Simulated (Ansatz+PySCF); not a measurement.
## doublet N2(+): levels of theory in one basis

```xyz
2

N     0.0000    0.0000   -0.8322
N     0.0000    0.0000    0.8322
```

Basis set: 6-31G (spherical functions). Left uncorrelated: 2 orbitals. Correlation on ROHF uses semicanonical orbitals with singles. Charge 1, multiplicity 2.

Computed with Ansatz (development build ahead of 0.2.0); each method stands on the lowest determinant of its kind that the runs found. NEVPT2 correlates all electrons. Active spaces start from the frontier orbitals, and the lowest solution found is given.

```tsv
method	E − E(ROHF) (eV)	<S²> of the determinant
ROHF	0.00	0.75
UHF	-4.41	2.66
ROHF-MP2	-4.69	–
UHF-MP2	-6.49	2.66
ROHF-CCSD(T)	-8.55	–
UHF-CCSD(T)	-7.89	2.66
UHF-CCSDT(Q)	-8.15	2.66
CASSCF(9,8)	-6.50	–
SC-NEVPT2(9,8)	-7.90	–
```

Question: What does full CI (lowest root of this spin) give on the same scale?

Answer: -8.27 eV.

At such a shape the full CI root can have another spatial symmetry than the determinants, so the rows needn't describe one state.

Question: Is a single determinant a sound starting point here?

Answer: It is doubtful. Unrestricted orbitals lower Hartree–Fock by 4.41 eV and <S²> is 2.66 where a pure state has 0.75, a sign of strong static correlation. The CASSCF(9,8) natural occupations are 1.98, 1.93, 1.60, 1.60, 1.00, 0.40, 0.40, 0.08.

Caution for ROHF, ROHF-MP2, ROHF-CCSD(T): an unrestricted determinant lies well below. Caution for ROHF, UHF, ROHF-MP2, UHF-MP2, ROHF-CCSD(T), UHF-CCSD(T), UHF-CCSDT(Q): the determinant breaks the point group. Caution for UHF, UHF-MP2, UHF-CCSD(T), UHF-CCSDT(Q): the unrestricted determinant is a mixture of spin states. Caution for ROHF-MP2, ROHF-CCSD(T): large amplitudes, a single reference is doubtful. Caution for ROHF-MP2, UHF-MP2: forces differ strongly between restricted and unrestricted references; MP2 on this radical cation hangs on the determinant chosen; another reference gives a lower total. Caution for UHF-MP2, UHF-CCSD(T), UHF-CCSDT(Q): bonds are stretched, where a single reference can fail. Caution for UHF-CCSD(T): the program doubts this total. Caution for CASSCF(9,8): other starts end on other solutions of this active space.
